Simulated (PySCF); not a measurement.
Vibration and rotation of MgF

UHF-CCSD(T) constants of MgF, ²Σ⁺ (doublet), unpaired electrons σ ↑ (PySCF, no relativity, basis sets Mg aug-pcseg-1, F aug-pcseg-1; masses 23.9850 and 18.9984 u):

```
ωe              : 697.0 cm⁻¹
ωexe            : 4.11 cm⁻¹
Be              : 0.49686 cm⁻¹
αe              : 0.00445 cm⁻¹
D (centrifugal) : 1.01e-06 cm⁻¹
De to Mg + F    : 4.51 eV
```

(1) Give the vibrational terms G(v) and spacings up to v = 6.

(2) How well does the Morse estimate ωe²/(4ωexe) reproduce De, and what is D0?

Correlated steps freeze 2 core orbitals. Correlated levels converge slowly with the basis: in double zeta they bind strong bonds too weakly, by up to about 1 eV, and carry superposition errors of some tenths. The state is the lowest determinant that a PBE0 search found; another state may lie lower at other levels.

## Answers

(1) G(v) = ωe(v+½) − ωexe(v+½)².

```csv
v,G(v) (cm⁻¹),G(v) − G(v−1),Bv (cm⁻¹)
0,347.5,,0.4946
1,1036.3,688.8,0.4902
2,1716.8,680.6,0.4857
3,2389.2,672.3,0.4813
4,3053.3,664.1,0.4768
5,3709.2,655.9,0.4724
6,4356.9,647.7,0.4679
```

(2) It gives 3.66 eV, 81 % of the computed De. D0 = De − G(0) = 4.51 − 0.04 = 4.47 eV.
